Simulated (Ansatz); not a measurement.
**CH₂F (doublet): wave-function methods side by side, cc-pVTZ**

An exercise on one series of results from a longer session: the logs are not shown, and one member is left open.

Program: Ansatz 0.2.0, Gaussian basis. Level of theory: cc-pVTZ, core rule «outside noble gas», up to 2 orbitals frozen. These are calculated values, not measurements.

The runs, in order: UHF; CCSD(T) on ROHF; CCSD(T) on UHF; BCCD(T) on ROHF; CCSDT(Q) on ROHF; CCSDT(Q) on UHF.

10 further runs of the same task are left out: 6 for a known fault of the program, 4 set aside as unsound or not needed.

## What is computed

The geometry is a PBE0/def2-TZVP stationary point (not a proven minimum).

4 atoms, charge 0, spin multiplicity 2.

Atoms are counted from 1 here; the program's logs count them from 0.

Bond lengths: C1–F2 1.329 Å, C1–H3 1.079 Å, C1–H4 1.079 Å. Angles: F2–C1–H3 116.3°, F2–C1–H4 116.3°, H3–C1–H4 127.5°.

Set-up of the first run:

Contents of in.yaml:

```yaml
crystal:
  periodic: [false, false, false]
  atoms:
    - {symbol: C, position_ang: [0.000000, 0.000000, 0.735382]}
    - {symbol: F, position_ang: [0.000000, 0.000000, -0.593604]}
    - {symbol: H, position_ang: [0.000000, 0.967665, 1.212911]}
    - {symbol: H, position_ang: [0.000000, -0.967666, 1.212911]}
basis:
  gaussian: {orbitals: cc-pVTZ}
magnetization: {spin_polarized: true, initial_magnetization: 1}
hamiltonian: {xc: hf}
output: {orbitals: {seedname: orbitals}}
```

The run is started by

```sh
ansatz run in.yaml --threads 1 --pin off --events-out ev --progress --plain --max-ram 4096MiB --backend cpu
```

Steps of the session up to this table: UHF; CCSD(T) on ROHF; CCSD(T) on UHF; BCCD(T) on ROHF; CCSDT(Q) on ROHF; CCSDT(Q) on UHF.

One of the session's tables, all rows but one given; the rest of the session is left out.

It belongs to the step «Misses and costs». 

```
   method  from UCCSDT(Q) (kcal/mol)
     ROHF                    +271.63
      UHF                    +268.32
     RMP2                          ?
     UMP2                     +18.37
    RCCSD                      +8.39
    UCCSD                      +8.33
 RCCSD(T)                      +0.55
 UCCSD(T)                      +0.55
  BCCD(T)                      +0.49
   RCCSDT                      +0.28
   UCCSDT                      +0.26
RCCSDT(Q)                      +0.08
UCCSDT(Q)                          0
```

**Question.** Estimate the row for RMP2.

The run gave: from UCCSDT(Q) (kcal/mol): +17.91. In the column «from UCCSDT(Q) (kcal/mol)» it lies between RCCSD (+8.39) and UMP2 (+18.37).

With the free atoms at the same levels and basis (separate runs), the atomisation energy is 13.225 eV at UCCSDT(Q), 13.225 eV at RCCSD(T), 13.222 eV at UCCSD(T), 9.997 eV at ROHF.

Caveats from the session: Restricted and unrestricted rows rest on different reference determinants; where their highest levels disagree by more than a few hundredths of an eV, they describe different states and don't form one ladder.
